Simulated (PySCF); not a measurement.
Species: (CH3)2PPF2, C2H6F2P2.
Atom-mapped SMILES: `[CH3:1][P:2]([CH3:3])[P:4]([F:5])[F:6]` (hydrogens: H7, H8, H9 on C1; H10, H11, H12 on C3)

Computed by this run: PySCF, PBE0-D3(BJ)/def2-SVP geometry optimisation, gas phase; density fitting, grid level 1; the optimiser is geomeTRIC in internal coordinates, started from a GFN2-xTB structure.

Step 0: E = -26158.3179 eV
```
atom  x, y, z in Å  |  force x, y, z in eV/Å
C1     -0.5540   -1.3373   -0.6928    0.031   0.205   0.366
P2     -0.1499   -0.3230    0.8076    0.033  -0.046   0.013
C3      1.5521    0.2355    0.3230   -0.372  -0.098   0.177
P4     -1.1256    1.4997    0.0136   -0.500   0.235   0.662
F5     -2.6445    1.1218    0.4423    0.006  -0.178  -0.386
F6     -0.8632    2.4494    1.3034    0.362   0.090  -0.233
H7     -0.0028   -2.2740   -0.6378    0.206  -0.369  -0.012
H8     -0.2955   -0.8251   -1.6182    0.095   0.138  -0.434
H9     -1.6175   -1.5688   -0.6931   -0.398  -0.111  -0.004
H10     1.8664    1.0422    0.9827    0.137   0.295   0.253
H11     1.5948    0.5755   -0.7103    0.108   0.148  -0.433
H12     2.2410   -0.5965    0.4535    0.293  -0.310   0.030
```

Question: Estimate the geometry and energy of step 1. (The exact step hangs on the optimiser's Hessian estimate; all steps are aligned on step 0, rigid shifts and turns removed.)

Answer: E = -26158.3715 eV, largest force 0.191 eV/Å
```
atom  x, y, z in Å  |  force x, y, z in eV/Å
C1     -0.5519   -1.3689   -0.7250    0.043  -0.006  -0.060
P2     -0.1809   -0.3432    0.7771   -0.016  -0.001   0.034
C3      1.5221    0.2591    0.3524    0.049   0.025  -0.002
P4     -1.2035    1.4826    0.0181    0.137   0.120   0.010
F5     -2.6794    1.1588    0.5889   -0.023   0.032   0.056
F6     -0.6630    2.4850    1.1775   -0.109  -0.136  -0.078
H7      0.0209   -2.3076   -0.6653   -0.027   0.012   0.010
H8     -0.2927   -0.8626   -1.6702   -0.027  -0.029   0.018
H9     -1.6216   -1.6277   -0.7371    0.009  -0.007   0.015
H10     1.8066    1.0559    1.0568   -0.023  -0.025  -0.017
H11     1.6117    0.6404   -0.6788    0.011  -0.004   0.023
H12     2.2330   -0.5725    0.4795   -0.023   0.017  -0.009
```

The energy changes by -0.0536 eV. The first-order estimate −F·Δx gives -0.1220 eV and the mean of the old and new forces, exact on a quadratic surface, -0.0513 eV. The step makes an angle of 78° with the force vector and moves no atom by more than 0.239 Å.

What follows is the cost of the whole optimisation. Hardware: an Arm Neoverse V1 with one thread, on a shared host. Cost: 28 s of wall time.
